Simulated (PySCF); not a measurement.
**N-methylmethanimine in a uniform electric field**

Compound: N-methylmethanimine, C2H5N.
Cartesian coordinates in Å at the PBE0-D3(BJ)/def2-SVP level; atoms count from 1:
```xyz
8
C2H5N angstrom
C      1.1706   -0.2615    0.5345
N      0.0888   -0.7628    0.1234
C     -0.9270    0.1163   -0.3799
H      1.9615   -0.9189    0.9244
H      1.3826    0.8285    0.5252
H     -0.6533    1.1910   -0.3576
H     -1.1712   -0.1668   -1.4167
H     -1.8519   -0.0258    0.2024
```

Level: B3LYP/def2-SVPD (PySCF); nuclei fixed, core orbitals frozen in the response. Permanent dipole (0.300, 1.455, -0.002) D (1 au = 2.5417 D). Static polarisability (au):

```
x   43.70  0.20  7.10
y    0.20 33.94 -0.55
z    7.10 -0.55 29.78
```

Only the terms in μ and α are kept: μ(F) = μ + αF and ΔE = −μ·F − ½ F·αF.

(1) What do fields of 0.103 V/Å (0.002 au) along the six axis directions do?

(2) For the field (-0.0002, -0.0006, 0.0014) au, what is the induced dipole, and what angle does it make with the field?

(3) At what field along the permanent dipole would the induced dipole along it equal the permanent one, in this linear picture?

(4) What field makes μF equal to kT at 100 K?

(5) A unit point charge sits 10 Å away. Estimate the induction energy −αe²/2R⁴ with the mean polarisability, treating the molecule as a point.

Answers

(1) 
| field along | induced x (D) | induced y (D) | induced z (D) | total size (D) | −μ·F (kJ/mol) | −½F·αF (kJ/mol) |
| --- | --- | --- | --- | --- | --- | --- |
| +x | 0.222 | 0.001 | 0.036 | 1.547 | -0.620 | -0.229 |
| −x | -0.222 | -0.001 | -0.036 | 1.457 | +0.620 | -0.229 |
| +y | 0.001 | 0.173 | -0.003 | 1.655 | -3.006 | -0.178 |
| −y | -0.001 | -0.173 | 0.003 | 1.317 | +3.006 | -0.178 |
| +z | 0.036 | -0.003 | 0.151 | 1.498 | +0.004 | -0.156 |
| −z | -0.036 | 0.003 | -0.151 | 1.489 | -0.004 | -0.156 |

(2) αF = (0.003, -0.054, 0.103) D, at 9.8° to the field. The polarisability along this direction, F·αF/F², is 29.38 au, against a mean of 35.81 au.

(3) The polarisability along the dipole is 34.41 au, so F = 0.5845 au / 34.41 au = 0.0170 au = 0.87 V/Å; higher-order terms are ignored.

(4) kT = 0.3167 × 10⁻³ Eh, so F = 0.000542 au = 2.79 MV/cm.

(5) R = 18.90 bohr, so the energy is −35.8/(2 × 18.90⁴) Eh = -0.369 kJ/mol. The charge–dipole term at its most favourable orientation, −μe/R², is -4.3 kJ/mol.

Isolated species at its PBE0-D3(BJ)/def2-SVP geometry, gas phase.

The run behind these numbers computed excited states and ΔSCF ions as well. On one thread of an x86-64 server (shared host), this took 6.0 s wall.
